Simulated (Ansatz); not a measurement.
We consider 2H MoS2, described by r²SCAN+rVV10 (PAW; Ansatz, a program for electronic structure).

Numerical settings: plane-wave cutoff 600 eV, 12×12×4 k mesh (along the axes of the cell as run), no spin polarisation, scalar-relativistic PAW data made under PBE.

Cell (relaxed at this level):

MoS2 has the hexagonal space group P6₃/mmc (No. 194), Pearson symbol hP6. Lattice parameters: a = 3.173 Å, b = 3.173 Å, c = 12.435 Å, α = 90.00°, β = 90.00°, γ = 120.00°. Mo on 2c is surrounded by 6 S at 2.403 Å (trigonal prismatic). S on 4f is surrounded by 3 Mo at 2.403 Å (trigonal pyramidal). (Neighbours: up to the widest gap in distance over summed covalent radii, below 1.35, at either atom; cation-cation and far metal-metal contacts left out.)

Q: What does this level give for the elastic constant C12, elastic constant C66, polycrystal shear modulus (Hill average), elastic constant C13, elastic constant C11, elastic constant C33 and elastic constant C44?

A: 
- elastic constant C12 = 60.9 GPa
- elastic constant C66 = 85.6 GPa
- polycrystal shear modulus (Hill average) = 39.6 GPa
- elastic constant C13 = 10.2 GPa
- elastic constant C11 = 232 GPa
- elastic constant C33 = 48.4 GPa
- elastic constant C44 = 15.6 GPa

Measured, for comparison: elastic constant C13 23 GPa (temperature not stated, not corrected to a static lattice; as tabulated in Ulian and Valdrè (2023), doi:10.1107/s1600576723002571); elastic constant C11 238 GPa, elastic constant C33 52 GPa, elastic constant C44 19 GPa (temperature not stated, not corrected to a static lattice; as tabulated in Guerrero et al. (2021), arXiv:2010.02198). Computed (rounded) less measured: elastic constant C13 -56 %, elastic constant C11 -3 %, elastic constant C33 -7 %, elastic constant C44 -18 %.

Elastic constants are with the ions relaxed.

Static lattice: no zero-point or thermal effects.

Cost on a shared machine: very roughly 50 core-minutes.
